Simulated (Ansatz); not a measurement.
# The silicon atom (triplet): from Hartree-Fock to the top rungs, cc-pV(D+d)Z

The task here is to estimate one member of a computed series from the others.

Computed with Ansatz 0.2.0, Gaussian basis. Level: cc-pV(D+d)Z, core rule «outside noble gas», up to 5 orbitals frozen.

To be run: CCSD(T) on UHF; BCCD(T) on ROHF; CISD; CCSDT(Q) on ROHF; CCSDT(Q) on UHF; CASSCF and MRCISD+Q, 4 electrons in 4 orbitals; CASSCF and MRCISD+Q(relaxed), 4 electrons in 4 orbitals; CASSCF and NEVPT4(SD), 4 electrons in 4 orbitals; CASSCF and NEVPT2, 4 electrons in 4 orbitals; Full CI.

### The atom

A free atom, in its lowest state of this spin that the program finds.

1 atom, charge 0, spin multiplicity 3.

The first run:

The input, in.yaml:

```yaml
crystal:
  periodic: [false, false, false]
  atoms:
    - {symbol: Si, position_ang: [0.000000, 0.000000, 0.000000]}
basis:
  gaussian: {orbitals: "cc-pV(D+d)Z.json"}
magnetization: {spin_polarized: true, initial_magnetization: 2}
correlation: {method: ccsd_t, electrons: outside_noble_gas}
```

Started as:

```bash
> ansatz run in.yaml --threads 1 --pin off --events-out ev --progress --plain --max-ram 2393MiB
```

Among the steps run: CCSD(T) on UHF; BCCD(T) on ROHF; CISD; CCSDT(Q) on ROHF; CCSDT(Q) on UHF; CASSCF and MRCISD+Q, 4 electrons in 4 orbitals; CASSCF and MRCISD+Q(relaxed), 4 electrons in 4 orbitals; CASSCF and NEVPT4(SD), 4 electrons in 4 orbitals; CASSCF and NEVPT2, 4 electrons in 4 orbitals; Full CI.

One of the session's tables, all rows but one given; the rest of the session is left out.

| method | from FCI (meV) |
| --- | --- |
| UHF | +1814.5 |
| UMP2 | +576.8 |
| UCCSD | +42.3 |
| UCCSD(T) | +13.1 |
| BCCD(T) | +13.9 |
| UCCSDT | +1.1 |
| UCCSDT(Q) | +0.1 |
| CASSCF valence | +1556.7 |
| NEVPT2 valence | +414.6 |
| NEVPT4(SD) valence | ? |
| MRCISD valence | +35.0 |
| MRCISD+Q valence | -47.1 |
| MRCISD+Q(relaxed) valence | -49.0 |
| FCI | 0 |

**Question.** Estimate the row for NEVPT4(SD) valence.

The run gave: from FCI (meV): +7.8. In the column «from FCI (meV)» it lies between UCCSDT (+1.1) and UCCSD(T) (+13.1).

Not comparable, so not listed: CISD; CCSDT(Q) on ROHF (they don't share determinant, frozen orbitals or solution with the rows shown, or repeat one).

Caveats from the session: MRCISD+Q valence, MRCISD+Q(relaxed) valence fall below full CI: the +Q correction isn't variational, and the cores differ from full CI's. Levels on UHF freeze UHF's core orbitals, full CI those of ROHF, so the U rows can settle a little off it for that reason alone.
